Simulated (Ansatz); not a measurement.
## fcc Yb

These are r²SCAN+rVV10 in Ansatz (PAW) values and carry that method's errors.

Run with plane-wave cutoff 500 eV, 24×24×24 k mesh, Fermi–Dirac smearing 0.1 eV, no spin polarisation, scalar-relativistic PAW data made under PBE.

Cell (relaxed at this level):

```cif
data_Yb4
_chemical_formula_sum 'Yb4'
_space_group_name_H-M_alt 'Fm-3m'
_space_group_IT_number 225
_space_group_name_Hall '-F 4 2 3'
_cell_length_a 5.15677
_cell_length_b 5.15677
_cell_length_c 5.15677
_cell_angle_alpha 90.000
_cell_angle_beta 90.000
_cell_angle_gamma 90.000
loop_
_atom_site_label
_atom_site_type_symbol
_atom_site_symmetry_multiplicity
_atom_site_Wyckoff_symbol
_atom_site_fract_x
_atom_site_fract_y
_atom_site_fract_z
_atom_site_occupancy
Yb1 Yb 4 a 0.00000 0.00000 0.00000 1
```
(The calculation used a cell of 1 atom; values per cell refer to that cell.)

```yaml
volume_per_atom: 34.28 Å³/atom
equilibrium_lattice_constant_a: 5.157 Å
```

Measured, for comparison: equilibrium volume per atom 41.24 Å³/atom, lattice constant a 5.485 Å (293 K, no zero-point or thermal correction; as tabulated in Wikipedia's data pages). Computed (rounded) less measured: equilibrium volume per atom -16.9 %, lattice constant a -6.0 %.

Spin–orbit coupling is not included.

Computing time: very roughly 5 core-minutes.

Ansatz is an electronic-structure program.
